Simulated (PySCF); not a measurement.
Homolysis of single bonds, series Ga Cl-CH3. Gas-phase values, no solvent. Strings in code marks are SMILES.

The highest occupied spin orbital from two functionals at the same geometries (PBE0-D4/def2-TZVP), both in PySCF: PBE-D3(BJ)/def2-TZVP and PBE0-D4/def2-TZVP. 

```
species                              PBE0-D4/def2-TZVP (eV)
-----------------------------------  ----------------------
radical fragment (`[Cl]`)                             -9.54
radical fragment (`[Cl][Ga][Cl]`)                     -7.08
radical fragment (`[CH3]`)                            -6.81
radical fragment (`[CH3][Ga][Cl]`)                    -5.97
radical fragment (`[CH3][Ga][CH3]`)                   -4.94
```

Task: What does PBE-D3(BJ)/def2-TZVP give for each?

Result: 
- radical fragment (`[Cl]`): -8.04
- radical fragment (`[Cl][Ga][Cl]`): -5.98
- radical fragment (`[CH3]`): -5.38
- radical fragment (`[CH3][Ga][Cl]`): -4.90
- radical fragment (`[CH3][Ga][CH3]`): -3.93
Over these rows, drawn at random from the members with no instability flagged (it was tested for open shells, ions and some series alone), PBE minus PBE0-D4: mean +1.22 eV, from +1.01 eV to +1.50 eV.
